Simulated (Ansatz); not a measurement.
A nudged elastic band was laid between two geometries of BH3 + H4Si (9 atoms, charge 0, multiplicity 1).

The calculation used RHF/def2-SVP in Ansatz 0.2.0.

```
movable images  : 9
climbing image  : yes
spring          : 5.0 eV/Å²
optimiser       : quadratic models (default)
start path      : through a guess of the saddle point
force threshold : 0.05 eV/Å
iteration limit : 60
end points      : relaxed
```

First end point:

```xyz
9
Properties=species:S:1:pos:R:3
B -0.732 -0.246 -2.270
H -1.390 -1.243 -2.193
H 0.436 -0.318 -2.529
H -1.242 0.824 -2.101
H -0.089 -0.391 0.641
Si 0.587 0.199 1.821
H 1.450 -0.827 2.451
H -0.435 0.654 2.791
H 1.413 1.349 1.389
```

Last end point:

```xyz
9
Properties=species:S:1:pos:R:3
B 0.171 0.570 -0.968
H -1.705 -1.987 -1.098
H 0.869 0.009 -1.767
H -0.783 1.163 -1.387
H -1.533 -2.123 -0.383
Si 0.639 0.573 1.019
H 1.326 -0.677 1.437
H -0.553 0.759 1.886
H 1.568 1.712 1.261
```

(1) What changes between the two ends?

(2) What energy profile does the band end with?

(3) What is the geometry of the highest image?

(4) What are the harmonic wavenumbers there?

## Answers

(1) Bonds broken: B1–H2, H5–Si6. Bonds formed: B1–Si6, H2–H5. BH3 + H4Si becomes BH5Si + H2.

(2) It converged. The highest image is number 6 of 0 to 10, 1.11 eV above the first end and 0.42 eV above the last; the last end lies 0.69 eV above the first. A vibrational analysis at the climbing image gives one clearly imaginary mode, 1177i cm⁻¹: a first-order saddle point. The orbitals stay closed-shell, which can raise the energy where a bond breaks towards radicals; this wasn't checked here.

```
image  path coordinate (Å)  energy (eV)  B1–H2 (Å)  H5–Si6 (Å)  B1–Si6 (Å)
    0                 0.00         0.00       1.20        1.48        4.32
    1                 0.58         0.00       1.20        1.48        4.01
    2                 1.16         0.02       1.20        1.48        3.63
    3                 1.74         0.07       1.20        1.49        3.23
    4                 2.33         0.17       1.20        1.50        2.81
    5                 2.91         0.39       1.20        1.57        2.37
    6                 3.49         1.11       1.27        1.98        2.10
    7                 4.10         0.83       1.56        2.55        2.05
    8                 4.71         0.76       2.14        2.95        2.04
    9                 5.32         0.70       2.65        3.36        2.04
   10                 5.93         0.69       3.17        3.74        2.04
```

(3) 
```xyz
9
Properties=species:S:1:pos:R:3
B -0.265 -0.047 -1.006
H -1.041 -1.039 -1.202
H 0.743 -0.332 -1.589
H -0.950 0.917 -1.201
H -0.705 -0.895 -0.198
Si 0.409 0.257 0.960
H 1.218 -0.864 1.495
H -0.677 0.553 1.924
H 1.270 1.451 0.817
```

(4) 1177i, 208, 369, 489, 621, 730, 796, 997, 1031, 1033, 1114, 1200, 1209, 1224, 2324, 2330, 2350, 2378, 2526, 2674, 2767 cm⁻¹.

Run time: 73 s on 1 thread of Arm Neoverse V2, on a shared host, peak memory 0.12 GiB.
